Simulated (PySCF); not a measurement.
Potential energy curve for Cl2, singlet.

- UKS-BLYP = unrestricted BLYP/cc-pVTZ (PySCF)
- UCCSD(T) = CCSD(T) on UHF/cc-pVTZ, 10 core orbitals frozen (PySCF)

Energies relative to the lowest point of each curve near equilibrium, in kJ/mol:

```
R / Å  UKS-BLYP
-----  --------
1.60      355.7
1.80       76.6
1.91       20.3
2.08        0.3
2.18       10.0
2.44       66.2
3.30      207.7
3.94      233.5
4.81      237.3
5.30      237.5
6.97      237.6
7.88      237.6
```

Q: Predict the corresponding UCCSD(T) column.

A: 1.60: 340.0; 1.80: 63.2; 1.91: 12.4; 2.08: 2.8; 2.18: 18.5; 2.44: 96.0; 3.30: 213.8; 3.94: 215.8; 4.81: 216.8; 5.30: 217.1; 6.97: 217.4; 7.88: 217.5 (kJ/mol).

The unrestricted determinant behind UKS-BLYP is spin-contaminated at 2.65 to 7.88 Å (<S²> up to 1.0, against 0.00 for a pure singlet). The unrestricted determinant behind UCCSD(T) is spin-contaminated at 2.18 to 7.88 Å (<S²> up to 1.0, against 0.00 for a pure singlet).
